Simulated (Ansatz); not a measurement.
Results of LC-ωPBE (plane waves, PAW; Ansatz, a program for electronic structure) for diamond-structure Ge.

Settings: plane-wave cutoff 520 eV, 8×8×8 k mesh, scalar-relativistic PAW data made under PBE.

Computed at the level's own relaxed cell.

Elastic tensor (GPa, Voigt notation, ions relaxed):

```
  167.0    62.7    62.7     0.0     0.0     0.0
   62.7   167.0    62.7     0.0     0.0     0.0
   62.7    62.7   167.0     0.0     0.0     0.0
    0.0     0.0     0.0    85.3     0.0     0.0
    0.0     0.0     0.0     0.0    85.3     0.0
    0.0     0.0     0.0     0.0     0.0    85.3
```

Worked from these constants: the tetragonal shear constant is C′ = (C11 − C12)/2 = 52.1 GPa against C44 = 85.3 GPa, so the tetragonal shear is the softer. The Zener ratio C44/C′ is 1.64 (1 for an isotropic solid), and the Cauchy pressure C12 − C44 is -22.6 GPa. With C11 + 2C12 = 292.4 GPa all three Born conditions hold; they don't test modes at the zone boundary.

Measured, for comparison: elastic constant C11 131 GPa, elastic constant C12 49 GPa, elastic constant C44 68 GPa (low temperature, not corrected to a static lattice; as tabulated in Tanner et al. (2021), arXiv:2110.11888). Computed less measured: elastic constant C11 +27 %, elastic constant C12 +28 %, elastic constant C44 +25 %.

Computed values are for the static lattice.
